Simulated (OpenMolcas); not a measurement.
A ladder of methods for CH7BSi (SMILES CB[SiH3])

CH7BSi has 10 atoms, charge 0, and is taken as a singlet. As SMILES, `CB[SiH3]`. Geometry: relaxed at PBE0-D4/def2-TZVP.

Quantity: the HOMO–LUMO gap, in eV. The values are calculated.

```csv
level,kind,program,value (eV),CPU time
HF/6-311+G**,Hartree–Fock,OpenMolcas,12.17,39 s
PBE/6-311+G**,GGA,OpenMolcas,3.94,93 s
revPBE/6-311+G**,GGA,OpenMolcas,4.01,80 s
M06-L/6-311+G**,meta-GGA,OpenMolcas,4.73,1.9 min
r2SCAN/6-311+G**,meta-GGA,OpenMolcas,4.53,1.8 min
M06-2X/6-311+G**,hybrid meta-GGA,OpenMolcas,8.16,95 s
PBE0/6-311+G**,global hybrid,OpenMolcas,6.13,1.7 min
B2PLYP/6-311+G**,double hybrid,OpenMolcas,8.59,73 s
```

The values span 3.94 to 12.17 eV. Orbital gaps aren't excitation energies, and those of double hybrids come from the SCF part alone; they tend to grow with the share of exact exchange. Times are those of the runs behind each value, whatever else they computed, on shared processors of several kinds: orders of magnitude only.
